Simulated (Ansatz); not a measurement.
Basis-set extrapolation for CH₄AlN, SMILES `C=[N][AlH2]` (PBE0-D4/def2-TZVP geometry, frozen core, Ansatz 0.2.0). Multiplicity 1, RHF reference.

```csv
,def2-TZVPP,def2-QZVPP
HF,-336.597948,-336.609659
MP2 correlation,-0.441258,-0.471464
CCSD(T) correlation,-0.489189,not run
```

Energies in hartree. Use E(X) = E(∞) + A·exp(−7.88·√X) for Hartree–Fock and E(X) = E(∞) + B·X^(−2.97) for correlation, with X = 3 and 4, and add CCSD(T) minus MP2 of the smaller set to the MP2 limit.

Problem. What is the CCSD(T) energy at the basis-set limit?

Solution. HF limit: -336.609659 + (-0.011711) × 0.13774 = -336.61127. MP2 limit: -0.471464 + (-0.030206) × 0.74074 = -0.49384. Higher-order term: -0.489189 − (-0.441258) = -0.04793. Total: -337.15304 hartree, 1.79 eV below CCSD(T)/def2-TZVPP.
